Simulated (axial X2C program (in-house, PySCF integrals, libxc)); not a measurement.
## Nuclear properties of HSiH

Calculated with an in-house all-electron X2C program for linear molecules (integrals from PySCF): two-component X2C with atomic mean-field Coulomb and Gaunt terms, Gaussian nuclei, basis H dyall-v3z, Si dyall-v3z with contracted cores.

H–Si–H held linear, with bonds 1.461 and 1.461 Å (near the PBE0 minimum at charge 0 of the determinant lowest at the starting distance; the state shown can have its own minimum elsewhere, held linear; other orders of the atoms were not compared).

Input and command:
```json
{"zs": [1, 14, 1], "q": 0, "bas": ["dyall-v3z", "dyall-v3z", "dyall-v3z"], "r0": [1.48, 1.48], "symm": 1, "scan": ["PBE0", "HF", "B3LYP"], "levels": ["PBE0", "HF", "PBE"], "nst": 2}
```
```bash
python solin.py task.json out
```

Keys: zs atomic numbers; q charge; bas basis sets; r0 starting distance in Å; symm equal bonds; scan levels of the two-bond scan; levels methods; nst determinants followed.

Determinant lowest in the PBE0 search, Ω = 1 (⟨Sz⟩ = 1.00, ⟨Lz⟩ = 0.00 at PBE0), spin on the atoms H -0.05, Si 1.10, H -0.05:

```
level  A∥/gI H (MHz)  qzz H (a.u.)  A∥/gI Si (MHz)  qzz Si (a.u.)
 PBE0          -13.9          0.17            88.8          -0.66
   HF          -29.3          0.17             321          -0.74
  PBE          -11.3          0.17              41          -0.62
```

Determinant 1.01 eV from it at PBE0 and this distance, Ω = 0 (closed shell), highest spinor 90% Si p, 9% H p:

```csv
level,qzz H (a.u.),qzz Si (a.u.)
PBE0,0.17,-0.76
HF,0.17,-0.93
PBE,0.17,-0.72
```

A∥ (defined per Ω) follows by multiplying with gI = μI/(I μN); qzz is the electric field gradient, eQq0 = 234.96 MHz × Q/barn × qzz. The operators were transformed with the bare-nucleus X2C matrices; with these basis sets, hyperfine constants and field gradients can be off by tens of per cent, and where levels differ in sign neither size nor sign is settled.

The molecule was held linear; bending was not examined, so a bent shape may lie lower.

Each state is one determinant with collinear spin, which with several unpaired electrons need not be a pure state. Unrestricted Hartree–Fock can overshoot spin polarisation at the nuclei. A closed determinant beside an open π² or δ² triplet, such as (π1/2)², mixes with its partner pair into the 0⁺ component of the triplet and ¹Σ⁺, so its energy is not that of a level, and 0⁺ can lie lowest. With several open shells hyperfine constants can be off by a factor of several. Open-shell Ω = 0 determinants with evenly filled partner blocks cannot be reached by this program, so the Ω shown need not be the lowest component. The search compared states at one distance, so a state with another bond length can lie lower. Where a field gradient or hyperfine factor spreads by more than a factor of two over the levels, a constant derived from it is not to be relied on. PBE0 term energies can be off by some tenths of an eV.
